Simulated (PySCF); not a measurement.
Worked example: the step energy

An elementary step of BNH3Cl, closed shell (BNH₃Cl ([NH2][BH][Cl]) → BNHCl ([NH][B][Cl]) + H₂; B–H, N–H broken or loosened, H–H formed or tightened). “Start” and “end” are the PBE0-D4/def2-TZVP structures reached by relaxing down either side of its saddle point, with the molecules still in contact.

Computed with PySCF 2.14 with density fitting (its default auxiliary sets; JK sets also for MP2 and CCSD(T)) (basis: def2-TZVPP and def2-QZVPP); correlated methods freeze the cores.

Energies in eV:

| quantity | end | start |
| --- | --- | --- |
| Hartree–Fock, triple zeta (X = 3) | -14705.98831 | -14708.22244 |
| Hartree–Fock, quadruple zeta (X = 4) | -14706.44793 | -14708.67662 |
| MP2 correlation, X = 3 | -14.00120 | -13.74876 |
| MP2 correlation, X = 4 | -15.13754 | -14.89081 |
| CCSD(T) correlation, X = 3 | -15.42835 | -15.22630 |

Work out the step energy at the basis limit: extrapolate Hartree–Fock as E(X) = E∞ + A exp(−7.88 √X) and the MP2 correlation as E(X) = E∞ + B X^−2.97 (the exponents that Neese and Valeev fitted for def2-TZVPP and QZVPP), then add CCSD(T) − MP2 in triple zeta.

Each step is linear, so take the differences first (end − start): Hartree–Fock 2.23413 (X = 3) and 2.22869 (X = 4); MP2 correlation -0.25244 and -0.24673; CCSD(T) correlation -0.20205.
Two points give E∞ = E(4) + w [E(4) − E(3)], with w = 1/(exp(7.88 (2 − √3)) − 1) = 0.1377 for Hartree–Fock and w = 1/((4/3)^2.97 − 1) = 0.7407 for the correlation.
Hartree–Fock: 2.22869 + 0.1377 × (-0.00544) = 2.2279 eV.
MP2 correlation: -0.24673 + 0.7407 × 0.00571 = -0.2425 eV.
CCSD(T) − MP2: -0.20205 − (-0.25244) = 0.0504 eV.
Sum: 2.2279 + (-0.2425) + 0.0504 = 2.0358 eV, or 46.95 kcal/mol. Plain CCSD(T) in triple zeta gives 2.0321 eV, so the larger basis shifts the result by 0.0037 eV.

No T1 diagnostic of these runs exceeds 0.015.

Labels in which every atom is bracketed show which atoms are joined, not bond orders.

For scale, one of the runs: CCSD(T)/def2-TZVPP, 146 basis functions, launched by `OMP_NUM_THREADS=4 python run.py`. The run took 75 s on 4 CPU threads of an Arm Neoverse V2 (shared host), with 0.87 GiB of host memory at its peak.
